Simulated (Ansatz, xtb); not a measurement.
**FH3Si2: which of two structures lies lower**

We compare a, a singlet given by its coordinates, with b, `F[SiH2][SiH]`, a singlet. Both are isolated molecules in the gas phase, relaxed with r2SCAN-D4/def2-TZVP; the shapes shown needn't be the lowest conformers.

a (Å):

```xyz
6

F    -1.5333    1.5224   -0.4398
Si   -0.0073   -0.8138    1.3751
Si   -0.1674    1.0590    0.2515
H    -0.6617   -1.9686    0.7024
H     0.5324    2.2997    0.6753
H     1.4503   -1.0657    1.5583
```

Close contacts (Å): F1–Si3 1.60, Si2–Si3 2.19, Si2–H4 1.49, Si2–H6 1.49, Si3–H5 1.49.

b (Å):

```xyz
6

F     0.9984    1.6598   -0.6531
Si    0.8821    0.1353   -0.1471
Si   -0.3759   -0.1942    1.8232
H     0.0025   -1.6555    1.5701
H     2.2753   -0.3570    0.0648
H     0.2719   -0.6450   -1.2637
```

Quicker runs give these differences E(b) − E(a): GFN2-xTB −29.7 kJ/mol; HF/STO-3G −46.6 kJ/mol (at GFN2-xTB geometries); r2SCAN-D4/def2-SVP +53.1 kJ/mol (at GFN2-xTB geometries).

**Question.** Which of the two would you expect CCSD(T)/def2-TZVPP electronic energies to favour?

**Answer.** Structure a; the calculation gives E(b) − E(a) = +11.6 kJ/mol.

The same difference at several levels:

| level | geometry | E(b) − E(a) (kJ/mol) | departure from the last row (kJ/mol) | job, with rough time for the two |
| --- | --- | --- | --- | --- |
| GFN2-xTB | GFN2-xTB | −29.7 | −41.3 | optimisation, 0.28 s |
| HF/STO-3G | GFN2-xTB | −46.6 | −58.3 | single point, 0.2 s |
| r2SCAN-D4/def2-SVP | GFN2-xTB | +53.1 | +41.4 | single point, 1.4 s |
| r2SCAN-D4/def2-TZVP | r2SCAN-D4/def2-TZVP | +28.9 | +17.2 | optimisation, 29 s |
| HF/def2-TZVPP | r2SCAN-D4/def2-TZVP | −28.6 | −40.3 | part of the CCSD(T) run |
| MP2/def2-TZVPP | r2SCAN-D4/def2-TZVP | +14.1 | +2.5 | part of the CCSD(T) run |
| CCSD(T)/def2-TZVPP | r2SCAN-D4/def2-TZVP | +11.6 |  | single point, 20 s |

GFN2-xTB, HF/STO-3G, HF/def2-TZVPP put the two in the other order. The largest departure from CCSD(T)/def2-TZVPP is that of HF/STO-3G, 58.3 kJ/mol.

With harmonic frequencies from r2SCAN-D4/def2-TZVP (ideal gas, rigid rotor, one conformer each, 298.15 K, 1 atm): the zero-point term adds −1.1 kJ/mol; ΔH is +10.8 and ΔG +9.5 kJ/mol.

The correlated steps freeze 11 core orbitals. Mirror images aren't counted in ΔG. Codes used: Ansatz 0.2.0, xtb 6.7.1; the last row on 2 threads of Intel(R) Xeon(R) Platinum 8375C CPU @ 2.90GHz (Ice Lake) on a shared host.
